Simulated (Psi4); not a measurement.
This Psi4 input (MP2/cc-pV(D+d)Z) gives -460.24058 Eh with 28 basis functions.

```
memory 8100 MB

molecule {
0 1
Cl   -0.00000000   -0.00000000   -0.07122178
H     0.00000000    0.00000000    1.21077034
}

set {
  basis cc-pv(d+d)z
  scf_type df
  freeze_core true
}

energy('mp2')
print_variables()
```

Change:
```diff
- basis cc-pv(d+d)z
+ basis cc-pv(t+d)z
```

What does the run give now?

-460.31098 Eh (MP2/cc-pV(T+d)Z, 53 functions), a change of -70.40 mEh.
